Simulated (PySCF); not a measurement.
Species: C₄H₅F.
SMILES with atom numbers: `[F:1][C:2]1=[CH:3][CH2:4][CH2:5]1` (hydrogens: H6 on C3; H7, H8 on C4; H9, H10 on C5)

The same species was optimised twice, with GFN2-xTB and with PBE0-D3(BJ)/def2-SVP (PySCF), and the same property calculations (PySCF, gas phase) were run on both structures.

| coordinate | GFN2-xTB | PBE0-D3(BJ)/def2-SVP | change |
| --- | --- | --- | --- |
| F1–C2 (Å) | 1.338 | 1.318 | -0.020 |
| C3–H6 (Å) | 1.072 | 1.090 | +0.018 |
| C4–H8 (Å) | 1.088 | 1.102 | +0.014 |
| C5–H9 (Å) | 1.088 | 1.102 | +0.014 |
| C4–H7 (Å) | 1.088 | 1.102 | +0.014 |
| C5–H10 (Å) | 1.088 | 1.102 | +0.014 |
| C2=C3 (Å) | 1.325 | 1.337 | +0.012 |
| C4–C5 (Å) | 1.553 | 1.561 | +0.008 |
| C3–C4 (Å) | 1.511 | 1.516 | +0.005 |
| C2–C5 (Å) | 1.495 | 1.494 | -0.001 |
| C4–C3–H6 (°) | 132.5 | 133.7 | +1.2 |
| C2–C3–C4 (°) | 92.2 | 91.3 | -0.9 |
| C3–C2–C5 (°) | 96.5 | 97.3 | +0.8 |
| C3–C4–H7 (°) | 115.0 | 115.6 | +0.6 |
| C3–C4–H8 (°) | 115.0 | 115.6 | +0.6 |
| H7–C4–H8 (°) | 109.5 | 108.9 | -0.6 |
| C3–C4–C5 (°) | 86.9 | 87.5 | +0.6 |
| C5–C4–H7 (°) | 114.6 | 114.0 | -0.6 |

Rotational constants: A = 12581, B = 4461, C = 3435 MHz (GFN2-xTB) against A = 12327, B = 4518, C = 3453 MHz (PBE0-D3(BJ)/def2-SVP). Point groups within 0.08 Å: Cs and Cs.

On the GFN2-xTB structure: F1s of F1 (eV) 692.99 [delta-SCF UKS SCAN, pcX-2 on the ionised atom, pcseg-1 elsewhere, spin-free X2C]; C1s of C2 (eV) 292.71 [delta-SCF UKS SCAN, pcX-2 on the ionised atom, pcseg-1 elsewhere, spin-free X2C]; C1s of C3 (eV) 290.38 [delta-SCF UKS SCAN, pcX-2 on the ionised atom, pcseg-1 elsewhere, spin-free X2C]; C1s of C4 (eV) 291.08 [delta-SCF UKS SCAN, pcX-2 on the ionised atom, pcseg-1 elsewhere, spin-free X2C]; C1s of C5 (eV) 291.18 [delta-SCF UKS SCAN, pcX-2 on the ionised atom, pcseg-1 elsewhere, spin-free X2C].

Q: What do these properties become on the PBE0-D3(BJ)/def2-SVP structure?

A: 
| property | level | on GFN2-xTB | on PBE0-D3(BJ)/def2-SVP | change |
| --- | --- | --- | --- | --- |
| F1s of F1 (eV) | delta-SCF UKS SCAN, pcX-2 on the ionised atom, pcseg-1 elsewhere, spin-free X2C | 692.99 | 693.15 | +0.16 |
| C1s of C2 (eV) | delta-SCF UKS SCAN, pcX-2 on the ionised atom, pcseg-1 elsewhere, spin-free X2C | 292.71 | 292.73 | +0.02 |
| C1s of C3 (eV) | delta-SCF UKS SCAN, pcX-2 on the ionised atom, pcseg-1 elsewhere, spin-free X2C | 290.38 | 290.39 | +0.01 |
| C1s of C4 (eV) | delta-SCF UKS SCAN, pcX-2 on the ionised atom, pcseg-1 elsewhere, spin-free X2C | 291.08 | 291.12 | +0.04 |
| C1s of C5 (eV) | delta-SCF UKS SCAN, pcX-2 on the ionised atom, pcseg-1 elsewhere, spin-free X2C | 291.18 | 291.21 | +0.03 |

The heavy atoms differ by 0.012 Å rms after alignment. Among all bonds F1–C2 changes most (-0.020 Å). Changes are differences of the printed values. Neither structure is proved a minimum here.
